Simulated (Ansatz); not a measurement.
Two shapes of doublet NO2.

Shape 1:

```xyz
3

N     0.0000    0.0000    0.0000
O     0.0000    1.0862    0.4611
O     0.0000   -1.0862    0.4611
```

Shape 2:

```xyz
3

N     0.0000    0.0000    0.0000
O     0.0000    1.1138    0.4728
O     0.0000   -1.1138    0.4728
```

Basis set: cc-pVTZ (spherical functions). Correlated methods keep 3 orbitals frozen. Correlation on ROHF uses semicanonical orbitals with singles. Charge 0, multiplicity 2.

Computed with Ansatz (development build ahead of 0.2.0); the reference of a correlated method needn't be the lowest determinant of its kind.

Task: Which shape is lower in energy, and by how much in each method?

Result:

```csv
method,E(2) − E(1) (eV)
ROHF-CCSD,0.039
UHF-CCSD,0.050
ROHF-CCSD(T),-0.024
UHF-CCSD(T),0.008
```

The methods disagree on the order. Caution: the reference determinant was not shown to be the lowest. Caution for UHF-CCSD, UHF-CCSD(T): the unrestricted determinant is spin contaminated.
